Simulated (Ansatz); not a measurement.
Isolated molecules relaxed with PBE0-D4/def2-TZVP in Ansatz; ΔE leaves out vibrations. CBS: MP2 limit from def2 TZ/QZ plus the TZ coupled-cluster correction, frozen cores. This one scheme is used for every species. Functionals use def2-TZVPP. B3LYP here is the variant with VWN-RPA as its local correlation; programs differ in this. Each species was taken in one conformer, which may not be the lowest.

Consider the formal exchange of groups at a C–C bond: `CC(C)(C)C#N` + `CCC` → `CCCC(C)(C)C` + `C#N`.

Problem. Is it downhill or uphill in electronic energy at CCSD(T)/CBS, and by how much? (Estimate.)

Solution. Computed: Uphill: ΔE = +33.5 kJ/mol.

Problem. What do these levels give: PBE-D4, r2SCAN-D4, B3LYP-D4, r2SCANh-D4, CCSD(T)/def2-SVP, HF/def2-TZVPP? (An estimate is asked.)

Solution. The calculation gave: PBE-D4 44.3, r2SCAN-D4 44.5, B3LYP-D4 44.0, r2SCANh-D4 44.4, CCSD(T)/def2-SVP 33.7, HF/def2-TZVPP 59.0 kJ/mol.

Largest T1 diagnostic among the species: 0.014.

The D4 term adds −11.0 kJ/mol with B3LYP and −6.6 kJ/mol with PBE0; it sums over pairs of atoms, weighted by their polarisabilities, and B3LYP, whose exchange is more repulsive, gets the larger term. From BLYP to BHLYP (50 % exact exchange), in def2-TZVPP and without D4, ΔE moves by −4.1 kJ/mol.
